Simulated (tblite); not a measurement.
Start geometry of `[CH](C)/C=C\Cl` [radical] from a force field or distance geometry (Å):
```
atom  x, y, z in Å
C1    -1.6993   -0.1508    0.1042
C2    -0.3915    0.3984   -0.2492
C3     0.7768   -0.4638   -0.2638
C4     1.9781    0.0230    0.0159
Cl5    2.2423    1.6936    0.4639
H6    -1.9119   -1.1815   -0.1871
H7    -1.8521   -0.1041    1.2046
H8    -2.4791    0.4727   -0.3910
H9    -0.2286    1.4686   -0.2086
H10    0.7054   -1.5297   -0.5211
H11    2.8653   -0.6238    0.0062
```

**Question.** What comes out of this run: GFN2-xTB geometry optimisation, gas phase in tblite 0.8.0?

**Answer.** 
```
atom  x, y, z in Å
C1    -1.7555   -0.1704    0.0499
C2    -0.3756    0.3676    0.0918
C3     0.7437   -0.3928   -0.1180
C4     2.0492    0.0477   -0.0954
Cl5    2.4698    1.6724    0.2114
H6    -1.7590   -1.2364   -0.1644
H7    -2.2594   -0.0006    1.0037
H8    -2.3415    0.3455   -0.7136
H9    -0.2701    1.4221    0.2997
H10    0.6163   -1.4487   -0.3228
H11    2.8875   -0.6038   -0.2682
```

The energy falls by 9.8 kcal/mol over 69 L-BFGS steps, the largest force on an atom goes from 2.93 to 0.008 eV/Å, and the atoms move by 0.310 Å rms after alignment. The bond that changes most is C2–C3 (both ends carbon bonded to 2 C and H), which shortens by 0.083 Å. Bonds longer at the end by more than 0.005 Å: 2 of 10; shorter: 6. Among the angles that change most is C2–C1–H6, from 117.7° to 111.4°. Among the dihedrals that turn most is H6–C1–C2–C3, from -34° to 0°. Rotational constants go from 10340, 2003, 1722 to 12621, 1826, 1611 MHz. The orientation of the end geometry is arbitrary; only internal coordinates are fixed.

Its GFN2-xTB frequencies are all real (lowest 124 cm⁻¹).

One conformer stands for the species.

All values are computed, not measured.
